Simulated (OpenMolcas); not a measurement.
# Potential curves of BN⁺: spin-free states

Calculated with OpenMolcas 26.06: state-averaged CASSCF(7,8) over N 2s 2p, B 2s 2p, XMS-CASPT2 (IPEA 0.25, imaginary shift 0.2 hartree), scalar X2C, ANO-RCC-VTZP, then RASSI spin–orbit state interaction with atomic mean-field integrals. C2 symmetry about the axis (a holds Σ, Δ, Γ; b holds Π, Φ, H; Σ⁺ and Σ⁻ are not told apart); roots by multiplicity and irrep: 4a 4, 2b 8, 2a 5, 4b 4, 6b 2.

XMS-CASPT2 energies in eV from the lowest point. Curves are followed by energy order within each symmetry, so they are adiabatic and may change character at avoided crossings; Σ⁺ and Σ⁻ are counted together.

```csv
R (Å),(1)4Σ,(1)2Π,(1)2Σ,(1)2Δ,(2)4Σ,(1)6Π
1.244,0.967,0.878,1.730,2.465,5.779,8.105
1.316,0.359,0.527,1.068,1.818,4.905,6.920
1.381,0.078,0.482,0.783,1.549,4.371,6.201
1.446,0.000,0.603,0.697,1.480,4.089,5.717
1.518,0.025,0.866,0.756,1.562,3.900,5.374
1.591,0.127,1.211,0.918,1.740,3.848,5.174
1.692,0.317,1.712,1.229,2.061,3.938,5.052
2.024,0.795,2.861,2.267,2.937,4.781,5.155
```

Left out for impure symmetry, kinks or missing points, though low: (1)4Π, (2)2Σ, (3)2Σ, (2)2Π, (3)2Π, (4)2Π, (2)4Π, (3)4Σ, (4)4Σ, (1)4Δ. Only roots inside an energy window near the equilibrium distance were included, so the list of states is not complete; labels number the states computed. Each spin and symmetry block has orbitals of its own, averaged over its own roots, so gaps between blocks are less sure than gaps within one and near the minimum can be off by tenths of an eV, in bad cases by more. No Rydberg orbitals are active, so Rydberg states, and σ→σ* states whose orbital the CASSCF left unused, can be missing between those listed. CASPT2 splits the two components of degenerate states numerically, here by up to 21 cm⁻¹. No roots were computed in block 6a (none fell in the window or the block failed), so states of that kind are missing and can lie low or lowest. Points that failed a check (symmetry, reference weights, a jump) are left out.
